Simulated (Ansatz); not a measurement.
Results of PBE (Ansatz, an electronic-structure program, PAW) for hcp Zn.

Run with plane-wave cutoff 520 eV, 24×24×12 k mesh (along the axes of the cell as run), Fermi–Dirac smearing 0.05 eV, scalar-relativistic PAW data made under PBE.

Starting structure:

```
Zn
1.0
    2.66000     0.00000     0.00000
   -1.33000     2.30363     0.00000
    0.00000     0.00000     4.95000
Zn
2
Cartesian
  1.33000   0.76788   3.71250
  0.00000   1.53575   1.23750
```

Question: Into what structure does the relaxation of cell and atoms lead at this level, with the symmetry of the start kept?

Answer: The volume goes up by 0.5 %; final space group P6_3/mmc.
```
Zn
1.0
    2.64479     0.00000     0.00000
   -1.32240     2.29046     0.00000
    0.00000     0.00000     5.03187
Zn
2
Cartesian
  1.32240   0.76349   3.77390
  0.00000   1.52697   1.25797
```
